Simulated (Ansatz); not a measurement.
Input for Ansatz (development build ahead of 0.2.0):

```yaml
crystal:
  periodic: [false, false, false]
  atoms:
    - { symbol: C, position_ang: [-0.00957, -0.00207, -0.49073] }
    - { symbol: C, position_ang: [-0.00563, 1.19804, 0.21204] }
    - { symbol: C, position_ang: [0.00755, -1.19376, 0.21631] }
    - { symbol: H, position_ang: [-0.00909, -0.00287, -1.58434] }
    - { symbol: H, position_ang: [0.00901, 2.16241, -0.3] }
    - { symbol: H, position_ang: [0.0, 1.20783, 1.31774] }
    - { symbol: H, position_ang: [-0.00311, -2.1513, -0.2979] }
    - { symbol: H, position_ang: [-0.00408, -1.20399, 1.2995] }
basis:
  gaussian: { orbitals: cc-pVDZ }
total_charge: 1
hamiltonian:
  xc: hf
correlation:
  method: mp2
  frozen_orbitals: { C: 1, H: 0 }
```

The input is written out in the form of the current development build from the run's settings.

The run gave:

| Quantity | Value |
| --- | --- |
| Converged | yes |
| Reference energy | -116.20156 hartree |
| Correlation energy | -0.37148 hartree |
| Total energy | -116.57304 hartree |
| Spin squared of the determinant | 0.000 |
